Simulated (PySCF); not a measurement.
Bonds broken one at a time in the series Al CH3-H. Isolated molecules, 0 K electronic values unless said otherwise. Strings in code marks are SMILES.

The dipole moment from two functionals at the same geometries (PBE0-D4/def2-TZVP), both in PySCF: PBE-D3(BJ)/def2-TZVP and PBE0-D4/def2-TZVP. 

| species | PBE-D3(BJ)/def2-TZVP (D) | PBE0-D4/def2-TZVP (D) |
|---|---|---|
| radical fragment (`[CH3]`) | 0.00 | 0.00 |
| radical fragment (`[CH3][Al][CH3]`) | 0.49 | 0.43 |
| whole molecule (`[CH3][AlH][CH3]`) | 0.71 | 0.68 |
| radical fragment (`[CH3][AlH]`) | 0.72 | 0.69 |
| whole molecule (`[CH3][AlH2]`) | 0.79 | 0.76 |
| whole molecule (`[AlH3]`) | 0.00 | 0.00 |

Over these rows, drawn at random from the members with no instability flagged (it was tested for open shells, ions and some series alone), PBE minus PBE0-D4: mean +0.03 D, from 0.00 D to +0.07 D.
